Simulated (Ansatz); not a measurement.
CaB6-type CaB₆, treated with BLYP (Ansatz, a program for electronic structure, PAW).

Numerical settings: plane-wave cutoff 520 eV, 8×8×8 k mesh, Fermi–Dirac smearing 0.01 eV, scalar-relativistic PAW data made under PBE.

Computed at the level's own relaxed cell.

```yaml
crystal:
  lattice:
    - [4.16464, 0.00000, 0.00000]
    - [0.00000, 4.16464, 0.00000]
    - [0.00000, 0.00000, 4.16464]
  atoms:
    - { symbol: Ca, position: [0.00000, 0.00000, 0.00000] }
    - { symbol: B, position: [0.79808, 0.50000, 0.50000] }
    - { symbol: B, position: [0.50000, 0.20192, 0.50000] }
    - { symbol: B, position: [0.50000, 0.79808, 0.50000] }
    - { symbol: B, position: [0.20192, 0.50000, 0.50000] }
    - { symbol: B, position: [0.50000, 0.50000, 0.79808] }
    - { symbol: B, position: [0.50000, 0.50000, 0.20192] }
```

Task: List the 18 lowest band energies at Γ above −25 eV (eV, relative to the valence band maximum), grouping those that round alike.

Result: At Γ: -22.57 (×3), -14.26, -6.76, -6.55 (×3), -5.33 (×2), -0.36 (×3), 2.82 (×3), 3.15 (×2).
